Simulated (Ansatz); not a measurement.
# SO₂F₂: up Jacob's ladder to CCSD(T)

The task here is to estimate one member of a computed series from the others.

Method: functionals in def2-TZVPP, the program's frozen cores in correlated methods; program: Ansatz 0.2.0, Gaussian basis.

Levels to be run: LDA (SPW92), PBE-D4, revPBE-D4, BLYP-D4, r2SCAN-D4, B97M-V, PBE0-D4, B3LYP-D4, r2SCANh-D4, r2SCAN0-D4, HSE06-D4, BHLYP-D4, CAM-B3LYP-D4, LC-ωPBE, ωB97X-V, ωB97M-V, B2PLYP, PBE-QIDH; CCSD(T)/def2-SVP; CCSD(T)/def2-TZVPP; MP2/def2-QZVPP; extrapolation to the limit; RPA on PBE.

## Structure used throughout

All runs share one geometry, relaxed beforehand with PBE0-D4 in a triple-zeta def2 set.

5 atoms, charge 0, spin multiplicity 1.

Atoms are counted from 1 here; the program's logs count them from 0.

Bond lengths: O1–S2 1.404 Å, S2–O3 1.404 Å, S2–F4 1.539 Å, S2–F5 1.539 Å. Angles: O1–S2–O3 124.9°, O1–S2–F4 108.1°, O1–S2–F5 108.1°, O3–S2–F4 108.1°, O3–S2–F5 108.1°, F4–S2–F5 95.6°.

The first run:

The input, in.yaml:

```yaml
crystal:
  periodic: [false, false, false]
  atoms:
    - {symbol: O, position_ang: [-0.388173, -0.151073, 1.421719]}
    - {symbol: S, position_ang: [0.070873, -0.096864, 0.095874]}
    - {symbol: O, position_ang: [1.129589, -0.862245, -0.418749]}
    - {symbol: F, position_ang: [-1.140880, -0.267578, -0.837449]}
    - {symbol: F, position_ang: [0.328593, 1.377759, -0.261405]}
basis:
  gaussian: {orbitals: def2-TZVPP}
hamiltonian: {xc: lda}
output: {orbitals: {seedname: orbitals}}
```

Steps of the session up to this table: LDA; PBE-D4 (GGA); revPBE-D4 (GGA); BLYP-D4 (GGA); r2SCAN-D4 (meta-GGA); B97M-V (meta-GGA); PBE0-D4 (hybrid); B3LYP-D4 (hybrid); r2SCANh-D4 (hybrid); r2SCAN0-D4 (hybrid); HSE06-D4 (hybrid); BHLYP-D4 (hybrid); CAM-B3LYP-D4 (range-separated); LC-ωPBE-D4 (range-separated; the results give it without D4); ωB97X-V (range-separated); ωB97M-V (range-separated); B2PLYP (double hybrid); PBE-QIDH (double hybrid).

One of the session's tables, all rows but one given; the rest of the session is left out.

It belongs to the step «Frontier levels by functional». 

```
  functional  HOMO (eV)  gap (eV)
 LDA (SPW92)      -9.07      7.79
      PBE-D4          ?         ?
   revPBE-D4      -8.71      7.93
     BLYP-D4      -8.71      7.79
   r2SCAN-D4      -9.23      8.74
      B97M-V      -9.32      9.08
     PBE0-D4     -10.61     11.03
    B3LYP-D4     -10.32     10.31
  r2SCANh-D4      -9.90      9.88
  r2SCAN0-D4     -10.91     11.59
    HSE06-D4     -10.19     10.22
    BHLYP-D4     -12.35     14.13
CAM-B3LYP-D4     -12.12     13.65
     LC-ωPBE     -13.46     16.44
     ωB97X-V     -13.08     15.99
     ωB97M-V     -13.01     15.74
```

Q: Estimate the row for PBE-D4 from the others.

**Answer.** HOMO (eV): -8.80; gap (eV): 7.88. In the column «HOMO (eV)» it lies between LDA (SPW92) (-9.07) and revPBE-D4 (-8.71).
